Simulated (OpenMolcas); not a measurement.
# One shape, several levels: H3O+ (oxonium)

Wanted: a comparison of 6 runs (UHF/STO-3G, B2PLYP/STO-3G, PBE/STO-3G, r2SCAN/STO-3G, MP2/STO-3G, ACPF/STO-3G) of H3O+ (oxonium). 

The calculation is run with OpenMolcas 26.06.

### 1 The molecule

The species is H3O+ (4 atoms), meant as a singlet with charge +1. As SMILES, `[OH3+]`. The O1–H2 distance was set to 1.712 Å, away from the relaxed value. At this shape a bond of the SMILES string is far longer than usual.

Bond lengths: O1–H3 0.978 Å, O1–H4 0.978 Å. Angles: H3–O1–H4 113.0°.

### 2 The energy at UHF/STO-3G (run 1)

The input, job.input:

```
* H3O Hartree-Fock
&gateway
baslib=$CurrDir
basisset
O.STO-3G....
O1 0.154151 -0.788097 -0.103688 angstrom
End of Basis
basisset
H.STO-3G....
H2 0.219060 0.918440 0.015140 angstrom
H3 -0.436709 -1.099687 -0.818308 angstrom
H4 -0.019959 -1.224847 0.754092 angstrom
End of Basis
&seward
&scf
uhf
charge=1
thresholds=1e-10 1e-07 1e-07 1e-05
scramble=0.25
prorbitals=1 1
```

The basis set STO-3G is read from a file made from the Basis Set Exchange's data (not shown).

Command:

```console
export MOLCAS_MEM=1860
pymolcas job.input > job.log
```

The log of the run:

```text
--- Start Module: gateway ---
[...]
--- Stop Module: gateway /rc=_RC_ALL_IS_WELL_ ---
--- Start Module: seward ---
[...]
      Basis functions            8
--- Stop Module: seward /rc=_RC_ALL_IS_WELL_ ---
--- Start Module: scf ---
[...]
       Convergence after  33 Iterations
[...]
::    Total SCF energy                                -75.1573566962
[...]
      Total spin, S                                     0.3728330066
[...]
      Total electronic charge=   10.000000
      Total            charge=    1.000000
[...]
      Dipole Moment (debye):
      Origin of the operator (angstrom)=    0.1171   -0.7373   -0.0898
                   X= -1.6904E+00               Y=  6.8445E-01               Z=  5.0268E-01           Total=  1.8917E+00
      Center of Charge (angstrom)
[...]
--- Stop Module: scf /rc=_RC_ALL_IS_WELL_ ---
[...]
```

Run time: 2.1 s. Hardware: 1 thread of Arm Neoverse V1, shared host; peak memory 0.37 GiB.

### 3 A single-point energy at B2PLYP/STO-3G (run 2)

The input, job.input:

```
>>> EXPORT MOLCAS_PRINT=2

&GATEWAY
 BasLib=$CurrDir
 BasisSet
 O.STO-3G....
 O1 0.154151 -0.788097 -0.103688 angstrom
 End of Basis
 BasisSet
 H.STO-3G....
 H2 0.219060 0.918440 0.015140 angstrom
 H3 -0.436709 -1.099687 -0.818308 angstrom
 H4 -0.019959 -1.224847 0.754092 angstrom
 End of Basis

&SEWARD
 GridInput
 Grid=UltraFine
 End of Grid

&SCF
 Charge=1
 KSDFT=B2PLYP_SCF
 Thresholds=1e-10 1e-07 1e-07 1e-05
 PrOrbitals=1 1

&MBPT2
 Frozen=1
```

The basis set STO-3G is read from a file made from the Basis Set Exchange's data (not shown).

Command:

```console
export MOLCAS_MEM=1860
pymolcas job.input > job.log
```

The log of the run:

```text
--- Start Module: gateway ---
[...]
--- Stop Module: gateway /rc=_RC_ALL_IS_WELL_ ---
[...]
      Basis functions            8
[...]
--- Start Module: scf ---
[...]
       Convergence after  14 Iterations
[...]
::    Total KS-DFT energy                             -75.4054696154
[...]
      Total spin, S                                     0.0000000000
[...]
      Total electronic charge=   10.000000
      Total            charge=    1.000000
[...]
      Dipole Moment (debye):
      Origin of the operator (angstrom)=    0.1171   -0.7373   -0.0898
                   X= -1.4470E+00               Y=  2.5318E+00               Z=  5.8542E-01           Total=  2.9744E+00
      Center of Charge (angstrom)
[...]
--- Stop Module: scf /rc=_RC_ALL_IS_WELL_ ---
[...]
--- Start Module: mbpt2 ---
[...]
 ###    WARNING: MP2 implementation intended for RHF references only         ###
 ###############################################################################
MBPT2 WARNING: Reference function according to RunFile:KS-DFT
I'll assume you know what you're doing and continue
WARNING!
Default frozen orbitals as non valence orbitals is overwritten by user input.
Default values:   1
[...]
       Reference weight ( Cref**2 )         =        0.92386
::    Total MBPT2 energy                              -75.5069010672
[...]
      Total MBPT2 calculations                           0.02      0.03
--- Stop Module: mbpt2 /rc=_RC_ALL_IS_WELL_ ---
[...]
```

It took 3.6 s on 1 thread of Arm Neoverse V1, shared host; peak memory 0.37 GiB.

Runs 3 to 5 aren't shown in full; the table further down has their settings and results.

### 4 A single-point energy at ACPF/STO-3G (run 6)

The input, job.inp:

```
&GATEWAY
  BasLib=$CurrDir
  BasisSet
  O.STO-3G....
  O1 0.154151 -0.788097 -0.103688 angstrom
  End of Basis
  BasisSet
  H.STO-3G....
  H2 0.219060 0.918440 0.015140 angstrom
  H3 -0.436709 -1.099687 -0.818308 angstrom
  H4 -0.019959 -1.224847 0.754092 angstrom
  End of Basis

&SEWARD

&SCF
  Charge=1
  Thresholds=1e-10 1e-07 1e-07 1e-05
  PrOrbitals=1 1

&MOTRA
  Frozen=1

&GUGA
  Electrons=8
  Spin=1
  Inactive=4
  Active=0
  CIAll=1

&CPF
  ACPF
```

The basis set STO-3G is read from a file made from the Basis Set Exchange's data (not shown).

Command:

```console
export MOLCAS_MEM=1860
pymolcas job.inp > job.log
```

The log of the run:

```text
--- Start Module: gateway ---
[...]
--- Stop Module: gateway /rc=_RC_ALL_IS_WELL_ ---
[...]
      Basis functions            8
[...]
       Convergence after  14 Iterations
[...]
::    Total SCF energy                                -75.1446546089
[...]
      Total spin, S                                     0.0000000000
[...]
      *** WARNING: Default frozen orbitals is overwritten by user input.
      *** Default values:   1
[...]
--- Start Module: guga ---
[...]
--- Stop Module: guga /rc=_RC_ALL_IS_WELL_ ---
--- Start Module: cpf ---
[...]
      Active orbitals                            0       0
[...]
      Spin quantum number                      0.0
[...]
     FINAL ACPF ENERGY         -75.24781127
     FINAL CORRELATION ENERGY   -0.10315666  REFERENCE ENERGY     -75.14465461
[...]
      Title:  ACPF natural orbitals
[...]
      Total electronic charge=   10.000000
      Total            charge=    1.000000
[...]
      Dipole Moment (debye):
      Origin of the operator (angstrom)=    0.1171   -0.7373   -0.0898
                   X= -1.6469E+00               Y=  4.0774E-01               Z=  4.6909E-01           Total=  1.7603E+00
      Quadrupole Moment (debye*angstrom):
[...]
--- Stop Module: cpf /rc=_RC_ALL_IS_WELL_ ---
[...]
```

Run time: 1.7 s. Hardware: 1 thread of Arm Neoverse V1, shared host; peak memory 0.37 GiB.

### 5 The series

| run | level | scramble | frozen core orbitals | energy (Eh) | HOMO energy (eV) | LUMO energy (eV) | HOMO–LUMO gap (eV) | wall time |
| --- | --- | --- | --- | --- | --- | --- | --- | --- |
| 1 | UHF/STO-3G | 0.25 | – | -75.157357 | -20.14 | -5.69 | 14.45 | 2.1 s |
| 2 | B2PLYP/STO-3G | – | 1 | -75.432856 | -18.31 | -8.90 | 9.41 | 3.6 s |
| 3 | PBE/STO-3G | – | – | -75.466148 | -14.44 | -11.64 | 2.80 | 4.2 s |
| 4 | r2SCAN/STO-3G | – | – | -75.513045 | -14.88 | -11.47 | 3.41 | 4.8 s |
| 5 | MP2/STO-3G | – | 1 | -75.215029 | -21.24 | -6.17 | 15.07 | 1.6 s |
| 6 | ACPF/STO-3G | – | 1 | -75.247811 | -21.24 | -6.17 | 15.07 | 1.7 s |

### 6 What came out

| quantity | value |
| --- | --- |
| run 6: total energy | -75.24781 Eh |
| run 6: HOMO energy (Hartree–Fock orbitals) | -21.24 eV |
| run 6: LUMO energy (Hartree–Fock orbitals) | -6.17 eV |
| run 6: HOMO–LUMO gap (Hartree–Fock orbitals) | 15.07 eV |
| run 6: correlation energy (1 core orbital frozen) | -103.2 mEh |

Below the UHF energy at the same shape and in the same basis (STO-3G): MP2 -57.7 mEh; ACPF -90.5 mEh. Some of these start from another determinant than that one, so these aren't their correlation energies. Over runs 1, 2, 3, 4 the HOMO–LUMO gap runs from 2.80 eV (PBE/STO-3G) to 14.45 eV (UHF/STO-3G). For B2PLYP the log adds the whole second-order term; the table takes 0.27 of it, as the functional is defined. Totals of different functionals can't be ranked against each other. In runs 1, 2, 3, 4, 5, 6 the basis is minimal, so the values are rough. Spin contamination of the reference: run 1 ⟨S²⟩ = 0.51. All runs together took 18 s, the longest 4.8 s.
